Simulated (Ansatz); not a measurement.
# BCl+ (doublet): from Hartree-Fock to the top rungs at distance B1–Cl2 = 3.574 Å, 6-31G

Aim: climb from Hartree-Fock through coupled cluster and multireference methods for BCl+ (doublet) at one geometry and basis, and see what each rung misses.

Computed with Ansatz 0.2.0, Gaussian basis. Level: 6-31G, core rule «outside noble gas», up to 6 orbitals frozen.

The runs, in order: UHF; CCSD(T) on ROHF; CCSD(T) on UHF; BCCD(T) on ROHF; CISD; CCSDT(Q) on ROHF; CCSDT(Q) on UHF; CISDTQ; CCSDTQ on ROHF; CCSDTQ on UHF; CASSCF and MRCISD+Q, 3 electrons in 3 orbitals; CASSCF and NEVPT2, 3 electrons in 3 orbitals; CASSCF and MRCISD+Q, 9 electrons in 8 orbitals; CASSCF and NEVPT2, 9 electrons in 8 orbitals; Full CI.

14 further runs of the same task are left out: 14 that didn't finish.

**1. The geometry**

The geometry derives from a PBE0/def2-TZVP stationary point (not a proven minimum). One bond is set to the value named and the two fragments are kept rigid.

2 atoms, charge 1, spin multiplicity 2.

Atoms are counted from 1 here; the program's logs count them from 0.

No contacts short enough for the rule that draws bonds.

**2. UHF**

in.yaml reads:

```yaml
crystal:
  periodic: [false, false, false]
  atoms:
    - {symbol: B, position_ang: [0.000000, 0.000000, 0.000000]}
    - {symbol: Cl, position_ang: [0.000000, 0.000000, 3.574000]}
basis:
  gaussian: {orbitals: 6-31G}
total_charge: 1
magnetization: {spin_polarized: true, initial_magnetization: 1}
hamiltonian: {xc: hf}
output: {orbitals: {seedname: orbitals}}
```

Launch:

```
ansatz run in.yaml --threads 1 --pin off --events-out ev --progress --plain --max-ram 2393MiB
```

The runs that follow: CCSD(T) on ROHF; CCSD(T) on UHF; BCCD(T) on ROHF; CISD; CCSDT(Q) on ROHF; CCSDT(Q) on UHF; CISDTQ; CCSDTQ on ROHF; CCSDTQ on UHF; CASSCF and MRCISD+Q, 3 electrons in 3 orbitals; CASSCF and NEVPT2, 3 electrons in 3 orbitals; CASSCF and MRCISD+Q, 9 electrons in 8 orbitals; CASSCF and NEVPT2, 9 electrons in 8 orbitals; Full CI.

Q: Predict the results of all the runs planned. Wanted: FCI below the RHF energy; RMP2 from FCI; UMP2 from FCI; RCCSD from FCI; RCCSD(T) from FCI; UCCSD(T) from FCI; RCCSDT(Q) from FCI; UCCSDT(Q) from FCI; NEVPT2 pair from FCI.

The runs gave:

| quantity | value |
| --- | --- |
| FCI below the RHF energy | -2.4548 eV |
| RMP2 from FCI | +90.3 kJ/mol |
| UMP2 from FCI | +90.0 kJ/mol |
| RCCSD from FCI | +1.2 kJ/mol |
| RCCSD(T) from FCI | +0.2 kJ/mol |
| UCCSD(T) from FCI | +0.2 kJ/mol |
| RCCSDT(Q) from FCI | 0.0 kJ/mol |
| UCCSDT(Q) from FCI | 0.0 kJ/mol |
| NEVPT2 pair from FCI | +76.6 kJ/mol |
| NEVPT2 valence from FCI | +29.0 kJ/mol |
| MRCISD+Q valence from FCI | +0.8 kJ/mol |
| levels within 1 kcal/mol (43 meV) | RCCSD, UCCSD, RCCSD(T), UCCSD(T), BCCD(T), RCCSDT, UCCSDT, CISDTQ, RCCSDT(Q), UCCSDT(Q), RCCSDTQ, UCCSDTQ, MRCISD valence, MRCISD+Q valence |
| T1 diagnostic | 0.010 |
| effectively unpaired electrons | 1.13 |

**Reading.** RCCSD(T) lands +0.2 kJ/mol from the yardstick (0.1 % of the correlation energy). One determinant dominates. Of the multireference levels listed MRCISD+Q valence comes nearest in total energy (+0.8 kJ/mol), which doesn't show that its space is the better one. These misses are within one basis, not against nature; the frozen cores of restricted and unrestricted runs differ, which can shift their rows.
